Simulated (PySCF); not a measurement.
# Indirect couplings

Cartesian coordinates in Å; atom numbers follow the order of the lines, from 1:
```xyz
16

C     2.0202    0.0318    0.0907
C     0.5645   -0.0830    0.5220
C    -0.2163    1.2063    0.4626
C    -1.4401    1.0334   -0.0452
C    -1.6924   -0.4044   -0.4063
C    -0.2833   -1.0184   -0.3652
H     2.5844    0.7106    0.7493
H     2.5208   -0.9489    0.1159
H     2.0929    0.4223   -0.9373
H     0.5485   -0.4472    1.5692
H     0.1802    2.1540    0.8379
H    -2.1943    1.8182   -0.1468
H    -2.3688   -0.8711    0.3345
H    -2.1843   -0.5257   -1.3854
H    -0.2734   -2.0615   -0.0155
H     0.1431   -1.0147   -1.3825
```

Couplings: B3LYP/pcJ-1 (without the spin–dipole term) in PySCF, geometry PBE0-D3(BJ)/def2-SVP; gas phase, one conformer, non-relativistic. Couplings are averaged over pairs made equivalent by symmetry, fast rotation or ring inversion, so a value needn't be that of the named pair in this geometry, while other rotamers aren't included; one pair stands for each set, and the list holds a selection of those of at least 0.8 Hz over up to four bonds.

Isotopes: ¹³C, ¹H.

```
    pair  bonds  J (Hz)
  C1, C2      1    38.7
  C1, H7      1       ?
  C2, C3      1    41.4
  C2, C6      1    34.8
 C2, H10      1       ?
  C3, C4      1       ?
 C3, H11      1   169.5
  C4, C5      1    40.8
 C4, H12      1   170.5
  C5, C6      1    35.2
 C5, H13      1       ?
 C5, H14      1   138.1
 C6, H15      1       ?
 C6, H16      1       ?
  C2, H7      2    -3.6
 C2, H15      2    -1.5
 C3, H10      2    -7.3
 C4, H14      2    -5.4
 C6, H10      2    -1.5
  C1, C5      3       ?
 C2, H13      3    -1.7
 C4, H10      3     5.2
 C6, H11      3       ?
H10, H15      3     8.2
 C1, H13      4     3.1
H11, H14      4    -2.2
```

Question: Estimate the withheld couplings, with signs.

Answer: 
- ¹J(C1,H7) = 132.1 Hz (bond length 1.101 Å, sp3 carbon)
- ¹J(C2,H10) = 130.8 Hz (bond length 1.109 Å, sp3 carbon)
- ¹J(C3,C4) = 74.4 Hz (bond length 1.336 Å)
- ¹J(C5,H13) = 132.8 Hz (bond length 1.106 Å, sp3 carbon)
- ¹J(C6,H15) = 137.2 Hz (bond length 1.100 Å, sp3 carbon)
- ¹J(C6,H16) = 131.5 Hz (bond length 1.103 Å, sp3 carbon)
- ³J(C1,C5) = 2.8 Hz (dihedral angle 146°)
- ³J(C6,H11) = 6.5 Hz (dihedral angle 169°)
